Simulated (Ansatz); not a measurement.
Ideal-gas functions of `c1nncs1` at 298.15 K and 1 bar, from an Ansatz frequency run at PBE0-D4/def2-TZVP.

Molar mass 86.12 g/mol, point group C2v (symmetry number 2), electronic degeneracy 1, moments of inertia 55.885, 89.507, 145.392 u Å². Harmonic wavenumbers (cm⁻¹, unscaled): 506, 636, 650, 775, 818, 846, 920, 921, 1052, 1219, 1283, 1453, 1479, 3254, 3258.

Use S(trans) = R[1.5 ln M + 2.5 ln T − 1.1517]; rotational temperatures θ = 24.2544 K / I; S(rot) = R[ln(√π/σ · √(T³/θAθBθC)) + 1.5]; for each mode x = 1.438777 ν̃/T, S = R[x/(eˣ − 1) − ln(1 − e⁻ˣ)] and H = RT x/(eˣ − 1); 1 cm⁻¹ = 0.0119627 kJ/mol; R = 8.31446 J/(mol·K).

Q: By hand: the entropy, in J/(mol·K).

A: Translation 164.4. Rotation: θ = 0.434, 0.271, 0.1668 K, giving 98.9. Vibration, mode by mode: 2.69, 1.64, 1.55, 0.96, 0.81, 0.72, 0.54, 0.54, 0.32, 0.16, 0.12, 0.06, 0.05, 0.00, 0.00, in all 10.2. Electronic 0.0. Sum 273.5 J/(mol·K).

Q: By hand: H − E and G − E in kJ/mol, counted from the electronic energy.

A: Zero-point energy ½ × 19070 × 0.0119627 = 114.1; thermal vibration 2.3; translation, rotation and pV give 4 RT = 9.9. H − E = 126.3 kJ/mol, and G − E = 126.3 − 298.15 × 273.5/1000 = 44.8 kJ/mol.

Vibration gives 4 % of the entropy.
